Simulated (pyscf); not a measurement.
Single points on ωB97X-D3(BJ)/def2-SVP structures (PySCF, gas phase). MP2 and CC: frozen core, UHF for open shells. ΔMP2 is the change of the MP2 total energy from the triple- to the quadruple-zeta basis.

SMILES: [C]1CC1
```xyz
7

C     -0.3569     0.0307     1.5023
C      0.4242    -0.4693     0.3325
C     -0.7629    -1.2254     0.8054
H      0.3712     0.1434    -0.5762
H      1.4376    -0.8266     0.5553
H     -0.6428    -2.1522     1.3805
H     -1.7100    -1.1779     0.2534
```

Problem. What is the homolytic dissociation enthalpy (298 K, CCSD(T)/def2-TZVPP + ΔMP2(QZVPP)) of the C–H bond of `[C]1[CH2][CH2]1` [singlet], to cyclic C₃H₃ (SMILES [C]1=CC1) [doublet] + H•?

Solution. C–H to cyclic C₃H₃ (SMILES [C]1=CC1) [doublet] + H•: 65.9 kcal/mol. The radicals are drawn with the spin at the cut bond; how far it spreads was not checked. cyclic C₃H₄ (SMILES [C]1CC1) [singlet] lies 65.5 kcal/mol over its isomer H₂C=C=CH₂, and others may lie lower still (electronic energy, ωB97M-D3(BJ)). cyclic C₃H₃ (SMILES [C]1=CC1) [doublet] lies 40.2 kcal/mol over its isomer HC≡C–CH₂•, and others may lie lower still (electronic energy, ωB97M-D3(BJ)). A restricted singlet here is unstable towards spin polarisation, as is usual where a triplet lies low; its energy is less safe. The CCSD(T) − MP2 part came from Ansatz, without density fitting, on the same reference. A UHF reference is spin-contaminated (<S²> up to 0.92), which harms MP2 most.
